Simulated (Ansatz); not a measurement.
# NF₃: small, medium and large basis sets

One table from this session's results is given with a row withheld; the runs are named, their logs left out.

Computed with Ansatz 0.2.0, Gaussian basis. Level: one geometry, several basis sets.

The runs, in order: PBE0-D4/def2-SVP; ωB97M-V/def2-SVP; PBE0-D4/def2-QZVPP; ωB97M-V/def2-QZVPP; CCSD(T)/cc-pV(D+d)Z; CCSD(T)/cc-pV(T+d)Z; CCSD(T)/cc-pV(Q+d)Z; the functionals' def2-TZVPP values are taken from earlier runs.

## The geometry

All runs share one geometry, relaxed beforehand with PBE0-D4 in a triple-zeta def2 set.

SMILES `FN(F)F`, 4 atoms, charge 0, spin multiplicity 1.

Atoms are counted from 1 here; the program's logs count them from 0.

Bond lengths: F1–N2 1.360 Å, N2–F3 1.360 Å, N2–F4 1.360 Å. Angles: F1–N2–F3 102.1°, F1–N2–F4 102.1°, F3–N2–F4 102.1°.

Set-up of the first run:

in.yaml reads:

```yaml
crystal:
  periodic: [false, false, false]
  atoms:
    - {symbol: F, position_ang: [0.613975, 0.000347, 1.066864]}
    - {symbol: N, position_ang: [0.353412, -0.074142, -0.266228]}
    - {symbol: F, position_ang: [-0.636257, -1.006438, -0.312227]}
    - {symbol: F, position_ang: [-0.331130, 1.080243, -0.488409]}
basis:
  gaussian: {orbitals: def2-SVP}
hamiltonian: {xc: pbe0, dispersion: d4}
output: {orbitals: {seedname: orbitals}}
```

Launch:

```console
> ansatz run in.yaml --threads 4 --pin off --events-out ev --progress --plain --max-ram 10444MiB
```

Among the steps run: PBE0-D4 in def2-SVP; ωB97M-V in def2-SVP; PBE0-D4 in def2-QZVPP; ωB97M-V in def2-QZVPP.

One of the session's tables, all rows but one given; the rest of the session is left out.

```
functional       basis  HOMO (eV)  LUMO (eV)
   PBE0-D4    def2-SVP          ?          ?
   PBE0-D4  def2-TZVPP     -10.21       0.85
   PBE0-D4  def2-QZVPP     -10.25       0.74
   ωB97M-V    def2-SVP     -12.40       3.81
   ωB97M-V  def2-TZVPP     -12.70       3.38
   ωB97M-V  def2-QZVPP     -12.76       3.16
```

Q: Estimate the row for PBE0-D4, def2-SVP from the others.

**Answer.** HOMO (eV): -9.95; LUMO (eV): 1.15. In the column «HOMO (eV)» it is the highest.
